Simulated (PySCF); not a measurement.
HBO2, optimised at PBE/def2-SVP:

```xyz
4

O      0.0527     0.0330    -0.0685
B      0.2907    -0.1006    -1.3719
O      0.5392    -0.1831    -2.5674
H     -0.5487    -0.6315     0.3113
```

Computed with PySCF (xtb for GFN2) and rigid-rotor harmonic-oscillator thermochemistry at 1 bar. 6-31G* has spherical d functions here. All species are closed-shell singlets. B3LYP is the form with VWN-RPA correlation.

Problem. List the harmonic frequencies (cm⁻¹, unscaled) at this level and at the other levels, each on its own geometry.

Solution. 
- PBE/def2-SVP: 432, 483, 910, 1012, 2081, 3768
- B3LYP/6-31G*: 447, 502, 960, 1030, 2122, 3799
- GFN2-xTB: 394, 437, 797, 1029, 2159, 3672
- HF/6-31G*: 492, 561, 1022, 1096, 2262, 4103
- PBE0/def2-TZVP: 462, 520, 936, 1040, 2114, 3905
